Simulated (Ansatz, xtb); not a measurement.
## A geometry optimisation of C2H4O with r2SCAN-D4/def2-SVP

The starting geometry of this gas-phase singlet has its atoms placed at random.

```xyz
7

C    -0.9821   -0.1786    0.2786
C     1.3047    0.5998    0.8954
O     0.0439   -0.1336    1.8245
H     1.3071   -0.3315    1.8207
H     0.4593    1.4683    1.2318
H    -0.3632    1.0061   -0.1516
H     1.5693   -0.2482   -0.3687
```

Question: Guess where an optimisation with r2SCAN-D4/def2-SVP ends from this start.

Answer: It ends as `[CH]OC`. Distances that change by over a tenth: C2–H4 (1.31 → 1.10 Å), C2–H5 (1.26 → 1.10 Å). Contacts that close: C1–O3 (1.86 → 1.29 Å), C1–H6 (1.40 → 1.14 Å), C2–O3 (1.73 → 1.45 Å), C2–H7 (1.55 → 1.10 Å).

The energy falls by 9.87 eV over 15 steps:

```
step  E − E(last) (eV)
   1             9.867
   3             3.689
   4             2.394
   6             0.366
   7             0.121
   9             0.024
  10             0.011
  12             0.001
  13             0.000
  15             0.000
```

Final geometry (Å):

```tsv
atom	x (Å)	y (Å)	z (Å)
C	-1.1800	-0.0133	0.4463
C	1.1107	0.4334	1.1052
O	-0.2891	0.1505	1.3661
H	1.7047	-0.3702	1.5613
H	1.3540	1.3899	1.5877
H	-0.6401	0.1087	-0.5523
H	1.2788	0.4832	0.0165
```

From the same start GFN2-xTB reaches the same bonding as this run.

From so rough a start the end depends on the optimiser's path, so another program may land elsewhere. No frequencies were run, so the end isn't proven a minimum. Run with Ansatz 0.2.0, 12 s on 2 threads of Arm Neoverse V2, with other jobs on the host.
